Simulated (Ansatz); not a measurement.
B₃⁺. Total charge 1; singlet. Geometry relaxed at PBE-D4/def2-TZVP.

```xyz
3

B     0.595   -0.687   -0.019
B    -0.459    0.183    0.763
B    -0.136    0.504   -0.744
```

The restricted singlet is unstable: a solution with broken spin symmetry lies lower. The structure comes from a short search, and lower isomers may exist.

Estimate the harmonic wavenumbers at RKS PBE-D4/def2-TZVP (Ansatz, unscaled). Is this a minimum?

985, 985, 1176 cm⁻¹. Yes, no mode is imaginary beyond noise. Zero-point energy 18.8 kJ/mol. It took 1.3 s on 4 threads of AMD EPYC 9B14 on a shared host.
